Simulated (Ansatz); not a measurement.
A nudged elastic band was laid between two geometries of C2H6NO (10 atoms, charge 1, multiplicity 1).

The calculation used RKS PBE/def2-SVP in Ansatz.

* movable images: 5
* climbing image: yes
* spring: 20.0 eV/Å²
* optimiser: quadratic models (default)
* start path: through a guess of the saddle point
* force threshold: 0.05 eV/Å
* iteration limit: 60
* end points: relaxed

Image 0:

```xyz
10
Properties=species:S:1:pos:R:3
C -1.268 0.637 0.232
C -0.401 -0.325 0.019
N -0.050 -1.550 -0.159
O 1.451 0.703 -0.102
H -1.008 1.701 0.302
H -2.327 0.336 0.344
H 0.070 -1.941 -1.106
H 0.317 -2.121 0.617
H 1.524 1.340 -0.843
H 1.690 1.220 0.695
```

Image 6:

```xyz
10
Properties=species:S:1:pos:R:3
C -1.267 0.638 0.228
C -0.398 -0.323 0.019
N -0.049 -1.550 -0.156
O 1.449 0.702 -0.108
H -1.008 1.702 0.299
H -2.325 0.337 0.338
H 0.313 -2.121 0.622
H 0.075 -1.942 -1.102
H 1.511 1.354 -0.837
H 1.699 1.204 0.697
```

(1) What changes between the two ends?

(2) Give the energies along the band, and the barrier.

(3) What is the geometry of the highest image?

The band took 21 iterations and roughly 4 core-minutes.

Answers

(1) No bond is made or broken.  The two ends are copies of one structure, up to a mirror image or an exchange of like atoms.

(2) The run converged. The highest image is number 3 of 0 to 6, 0.36 eV above the ends, which have the same energy within 2 meV. Another band between the same ends (5 images) ends at a top of the same energy, where a vibrational analysis finds 1 clearly imaginary mode. Limits of this set-up: the dipole of an ion depends on the origin.

| image | path coordinate (Å) | energy (eV) |
| --- | --- | --- |
| 0 | 0.00 | 0.00 |
| 1 | 0.80 | 0.04 |
| 2 | 1.60 | 0.19 |
| 3 | 2.40 | 0.36 |
| 4 | 3.17 | 0.19 |
| 5 | 3.93 | 0.05 |
| 6 | 4.70 | 0.00 |

(3) 
```xyz
10
Properties=species:S:1:pos:R:3
C -1.138 0.668 0.317
C -0.101 -0.125 0.022
N 0.125 -1.452 -0.098
O 1.230 0.578 -0.260
H -1.060 1.763 0.350
H -2.114 0.212 0.535
H 1.032 -1.834 -0.360
H -0.658 -2.099 0.011
H 1.157 1.183 -1.040
H 1.527 1.106 0.522
```

The run took 4.4 min on 1 thread of Intel(R) Xeon(R) Processor @ 2.70GHz (shared host), peak memory 0.12 GiB.
